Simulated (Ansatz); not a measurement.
Molecule (SMILES): [NH2] (NH2), doublet.
Atoms: N1, H2, H3. Bonds: N1-H2, N1-H3.

How fast the highest harmonic wavenumber converges with the basis for several methods (Ansatz, a first-principles code): deviation from each method's own reference, in cm⁻¹. References: B3LYP 3447 cm⁻¹, the value in def2-QZVPPD; CCSD(T) 3473 cm⁻¹, the value in aug-pcseg-2; HF 3694 cm⁻¹, the value in def2-QZVPPD; MP2 3565 cm⁻¹, the value in def2-QZVPPD; PBE 3359 cm⁻¹, the value in def2-QZVPPD. Cartesian d functions, on some or all atoms, in 6-31+G*, 6-31G**; all else is spherical. In correlated methods cores are frozen. Core-valence sets carry the plain set on hydrogen. Open shells are unrestricted. No added dispersion term, no relativity. Each level at its own minimum, unscaled; the references are large sets that could be run, not limits.

```csv
basis,functions,B3LYP,CCSD(T),HF,MP2,PBE
def2-SV(P),18,-88,-114,-33,-70,-98
6-31+G*,23,-7,-44,26,-14,-8
cc-pVDZ,24,-72,-58,-24,-46,-73
def2-SVP,24,-41,-4,9,3,-41
6-31G**,25,-18,23,15,27,-19
6-311+G**,34,-5,-14,1,-7,-2
aug-cc-pVDZ,41,-14,-53,-4,-43,-15
def2-TZVP,43,-18,-42,-17,-36,-17
"6-311++G(2d,2p)",47,6,-14,9,-8,6
def2-TZVPP,59,-4,-9,-1,-9,-5
cc-pCVTZ,71,-22,-19,-14,-18,-23
aug-cc-pVTZ,92,-4,-19,-4,-18,-5
```

Mean absolute deviation over 6-311+G**, def2-TZVP, 6-311++G(2d,2p), def2-TZVPP, cc-pCVTZ, aug-cc-pVTZ: HF 8, PBE 10, B3LYP 10, MP2 16, CCSD(T) 19 cm⁻¹.
